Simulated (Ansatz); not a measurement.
Nickel, fcc: convergence with the k-point mesh

Computed with Ansatz, LDA, scalar-relativistic PAW, on the relaxed cell (a = 3.425 Å; ferromagnetic, net 0.58 μB per atom). Errors count from a run at 420 eV on a Γ-centred 26×26×26 mesh with Fermi-Dirac smearing of 0.05 eV, extrapolated to zero width. Fixed here: cutoff 420 eV, Fermi-Dirac width 0.05 eV.

```json
{"k-mesh": "3×3×3", "E(σ→0) error (meV/atom)": "172.7", "P (GPa)": "9.97", "sphere moment (μB)": "1.14", "SCF iterations": "10"}
{"k-mesh": "4×4×4", "E(σ→0) error (meV/atom)": "-90.9", "P (GPa)": "-3.70", "sphere moment (μB)": "0.63", "SCF iterations": "14"}
{"k-mesh": "6×6×6", "E(σ→0) error (meV/atom)": "-30.9", "P (GPa)": "-1.00", "sphere moment (μB)": "0.67", "SCF iterations": "13"}
{"k-mesh": "8×8×8", "E(σ→0) error (meV/atom)": "3.0", "P (GPa)": "0.33", "sphere moment (μB)": "0.72", "SCF iterations": "14"}
{"k-mesh": "10×10×10", "E(σ→0) error (meV/atom)": "3.1", "P (GPa)": "0.38", "sphere moment (μB)": "0.70", "SCF iterations": "16"}
{"k-mesh": "17×17×17", "E(σ→0) error (meV/atom)": "2.9", "P (GPa)": "-0.15", "sphere moment (μB)": "0.62", "SCF iterations": "18"}
{"k-mesh": "23×23×23", "E(σ→0) error (meV/atom)": "-0.5", "P (GPa)": "-0.29", "sphere moment (μB)": "0.62", "SCF iterations": "14"}
```

Task: What does the run at 13×13×13 give (k-mesh)?

Result: E(σ→0) error (meV/atom): -3.0; P (GPa): -0.19; sphere moment (μB): 0.64; SCF iterations: 14.

Within 5 meV/atom of the last row: from 8×8×8 on.
